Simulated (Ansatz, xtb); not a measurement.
# Relative energy of two isomers of CHBN

We compare a, `[BH][N+]#[C-]`, a doublet, with b, `B1[C]=N1`, a doublet. Both are isolated molecules in the gas phase, relaxed with B3LYP-D3(BJ)/def2-SVP.

a (Å):

```xyz
4

C    -4.0588   -1.3768    1.0529
B    -1.5339   -1.2540    0.5505
N    -2.8928   -1.2666    0.8117
H    -0.8158   -0.3427    0.2578
```

b (Å):

```yaml
atoms:
  - { symbol: C, position_ang: [-3.2653, -0.7268, 0.9918] }
  - { symbol: B, position_ang: [-1.7931, -1.1091, 0.8986] }
  - { symbol: N, position_ang: [-2.8404, -1.2858, -0.0610] }
  - { symbol: H, position_ang: [-0.6463, -1.2573, 1.1678] }
```

Problem. Which of the two would you expect CCSD(T)/def2-TZVPP electronic energies to favour?

Solution. Structure a; the calculation gives E(b) − E(a) = +2.1 kcal/mol.

How the difference moves with the method:

```
                level               geometry  E(b) − E(a) (kcal/mol)  departure from the last row (kcal/mol)  job, with rough time for the two
             GFN2-xTB               GFN2-xTB                     +13.6                                   +11.5              optimisation, 0.18 s
            HF/STO-3G               GFN2-xTB                      +2.5                                    +0.4              single point, 0.88 s
   r2SCAN-D4/def2-SVP               GFN2-xTB                      −4.8                                    −6.9               single point, 9.8 s
B3LYP-D3(BJ)/def2-SVP  B3LYP-D3(BJ)/def2-SVP                      +3.8                                    +1.7                optimisation, 92 s
        HF/def2-TZVPP  B3LYP-D3(BJ)/def2-SVP                     +12.3                                   +10.2           part of the CCSD(T) run
       MP2/def2-TZVPP  B3LYP-D3(BJ)/def2-SVP                      −0.5                                    −2.5           part of the CCSD(T) run
   CCSD(T)/def2-TZVPP  B3LYP-D3(BJ)/def2-SVP                      +2.1                                                        single point, 32 s
```

As drawn, b has 1 C–B, 1 C=N in place of 1 C≡N. Structure a has no ring, b a 3-membered ring.

r2SCAN-D4/def2-SVP puts the two in the other order. MP2/def2-TZVPP finds them nearly level. The largest departure from CCSD(T)/def2-TZVPP is that of GFN2-xTB, 11.5 kcal/mol.

With harmonic frequencies from B3LYP-D3(BJ)/def2-SVP (ideal gas, rigid rotor, one conformer each, 298.15 K, 1 atm): the zero-point term adds +0.9 kcal/mol; ΔH is +2.6 and ΔG +2.8 kcal/mol.

Open shells are spin-unrestricted, with notable spin contamination under HF/STO-3G. The correlated steps freeze 3 core orbitals. Programs: Ansatz 0.2.0, xtb 6.7.1; the last row on 1 thread of Intel(R) Xeon(R) Platinum 8175M CPU @ 2.50GHz (Skylake/Cascade Lake) on a shared host.
